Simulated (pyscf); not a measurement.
[O=Al]• (SMILES [O]=[Al]) + H₂O (SMILES O) → •O–AlH–OH (SMILES [O][AlH][OH]), an insertion (doublet surface; H–O broken, Al–O, Al–H formed). Optimised with ωB97X-D3(BJ)/def2-SVP in PySCF. Energies in kcal/mol from the separated reactants.

Small-basis levels: PySCF, no dispersion term, spherical d functions. AM1 to PM7: differences of heats of formation from MOPAC. Open shells are spin-unrestricted. 

| level | barrier | reaction energy |
|---|---|---|
| HF/6-31G* | 34.1 | -65.3 |
| PBE/6-31G* | 6.4 | -32.4 |
| B3LYP/STO-3G | 4.5 | -78.7 |
| B3LYP/3-21G | 1.2 | -51.5 |
| B3LYP/LANL2DZ | 19.3 | -38.2 |
| B3LYP/6-31G* | 12.2 | -40.7 |
| B3LYP/6-311+G** | 18.4 | -32.9 |
| B3LYP/def2-SVP | 11.1 | -41.5 |
| AM1 | 18.3 | -18.7 |
| ωB97M-D3(BJ)/def2-TZVP | 14.7 | -40.7 |

Against the last row the barrier runs from -13.6 (B3LYP/3-21G) to +19.4 kcal/mol (HF/6-31G*). ωB97M-D3(BJ)/def2-TZVP has limits of its own. On the reactant side the descent ends in an adduct with a Al–O contact, 19.4 kcal/mol under the separated species and 32.0 kcal/mol under the saddle at ωB97X-D3(BJ)/def2-TZVP. What is counted as formed (Al–O) is already present as a longer contact in the reactant adduct; forming that adduct is a step of its own. At ωB97X-D3(BJ) the barrier from the zero used here is 12.7 kcal/mol. •O–AlH–OH lies 33.8 kcal/mol over its isomer [HO–Al–OH]• (electronic energy, ωB97M-D3(BJ)). This is the saddle that the search found; another between the same sides may lie lower. The term symbol of open-shell O=Al was not checked; spin-orbit terms are left out.
